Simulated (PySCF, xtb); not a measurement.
Homolysis of single bonds, series B Cl-I. Isolated molecules, 0 K electronic values unless said otherwise. Strings in code marks are SMILES.

Quantity: homolytic bond dissociation enthalpy at 298 K (no spin–orbit term), in kcal/mol. Enthalpy corrections at 298 K come from GFN2-xTB frequencies (xtb).

Case: Cl–B bond of `ClB(I)I`, giving `I[B]I` and `[Cl]`. Geometry of `ClB(I)I` (neutral, multiplicity 1, Å):

```xyz
4

Cl    -0.0963     1.8234     0.0043
B     -0.0050     0.0945     0.0002
I     -1.7797    -1.0556    -0.0127
I      1.8810    -0.8623     0.0082
```

### Question
Estimate the homolytic bond dissociation enthalpy at 298 K (no spin–orbit term) that PBE0-D3(BJ)/def2-TZVP (PySCF) returns for this input.

### Answer
115.0 kcal/mol.
